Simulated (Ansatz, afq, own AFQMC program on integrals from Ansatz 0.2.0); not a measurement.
Two steps: Ansatz 0.2.0 writes the Fock matrix and Cholesky factors of the valence space, and afq projects on them the lowest state that overlaps trial and start.

```yaml
crystal:
  periodic: [false, false, false]
  atoms:
    - {symbol: Si, position_ang: [0.000000, -0.060402, 0.016303]}
    - {symbol: H, position_ang: [0.000000, 0.985813, -1.748956]}
    - {symbol: H, position_ang: [0.000000, 0.697250, 1.294677]}
basis:
  gaussian: {orbitals: cc-pVDZ}
magnetization: {spin_polarized: true, initial_magnetization: 2}
correlation: {method: ccsd_t, electrons: outside_noble_gas, hamiltonian_folder: ham}
```

```sh
$ ansatz run in.yaml --threads 1 --pin off --events-out ev --progress --plain --max-ram 16896MiB --backend cuda --devices 0, --max-vram 18GiB
```

Options of the walk:

```
--method phaseless --trial cisd --walkers 4000 --populations 20 --least-time 60 --time-step 0.005 --steps-per-block 50 --equilibration-blocks 40 --max-blocks 4000 --target-error 0.00029 --factor-cut 1e-05 --start spin_pure --seed 4451 --release-times 0.24,0.51,0.99,1.62,2.4 --release-step 0.03 --release-every 3 --taylor-order 6
```

Times are imaginary, in 1/Eh. The walk had a cap of 122 s. With eight or more populations the least sampling time is a fifth of least-time, and the error comes from their spread.

afq prints:

```
orbitals 23  electrons 4 2  factors 155 of 273
reference energy -289.95857331 Eh
CCSD correlation -0.10029284 Eh in 15 cycles, weight of the determinant in the CISD state 0.8909
energy of the start -290.057489 Eh
 block  time / (1/Eh)  mean weight  energy / Eh
     1     0.250  0.9998  -290.057593
     2     0.500  0.9999  -290.058196
     3     0.750  0.9998  -290.058790
     4     1.000  0.9999  -290.059387
     5     1.250  1.0000  -290.060001
     7     1.750  1.0000  -290.060910
     9     2.250  1.0001  -290.061241
    11     2.750  1.0000  -290.061689
    15     3.750  0.9999  -290.061910
    19     4.750  0.9998  -290.062058
    23     5.750  1.0000  -290.062257
    27     6.750  1.0002  -290.061998
    31     7.750  1.0001  -290.062290
    35     8.750  1.0000  -290.062273
    39     9.750  1.0000  -290.062569
    43    10.750  1.0000  -290.062732
    47    11.750  1.0000  -290.062732
    51    12.750  0.9999  -290.062802
    55    13.750  1.0000  -290.062734
    59    14.750  1.0001  -290.061027
    63    15.750  1.0001  -290.062161
    67    16.750  1.0001  -290.062631
    71    17.750  1.0000  -290.062383
    73    18.250  1.0000  -290.062923
    75    18.750  1.0001  -290.062280
    79    19.750  0.9999  -290.062256
    83    20.750  1.0001  -290.062156
    87    21.750  1.0000  -290.062683
    89    22.250  0.9999  -290.062149
error from the spread of 20 populations
released: time / (1/Eh)  energy / Eh  error  mean overlap
  0.24  -290.062569  0.000046  1.0001
  0.51  -290.062584  0.000033  1.0002
  0.99  -290.062645  0.000036  1.0006
  1.62  -290.062788  0.000034  0.9956
  2.40  -290.062804  0.000044  0.9936
energy -290.062480 +/- 0.000071 Eh
(rows thinned)
```

The run passed its tests (sampling time, drift between the halves within three errors, error under three times the target), which doesn't prove that it has relaxed.

Against this walk (error 1.9 meV) on the same determinant: CCSD(T) 24.3 meV higher, CCSDT(Q) 10.0 meV lower, CCSDTQ 10.4 meV lower, full CI 10.4 meV lower. The error is statistical and leaves out the bias of the constraint. Released to 2.40 1/Eh the energy lies 8.8 ± 2.3 meV (both errors) below the phaseless value, which shows part or all of the bias of the constraint, and full CI lies 1.6 meV below the released value. Full CI is exact here, so the walk's 10 meV above it is the walk's own error: the bias of the constraint with this trial.

Cautions: constraint bias not in the error; lower spins were not checked; raised T1 diagnostic (T1 0.044, weight of the determinant 0.89, largest double 0.09); unrestricted determinant slightly spin contaminated (⟨S²⟩ 2.08 against 2.00).

The walk took 22 s on 1 × NVIDIA H100 80GB HBM3 with 2 threads of AMD EPYC 7R13 Processor (Zen 3), on a shared host (the card was shared). The log's last line is the phaseless energy.

CCSDT and higher add their correlation energy to the determinant of the CCSD(T) run, since their own runs factorise the integrals more tightly (a shift of under 2 meV). A walk keeps the symmetry of its determinant, which the program's search chose and which needn't be the lowest solution, so a lower state of the same spin and another symmetry isn't excluded.
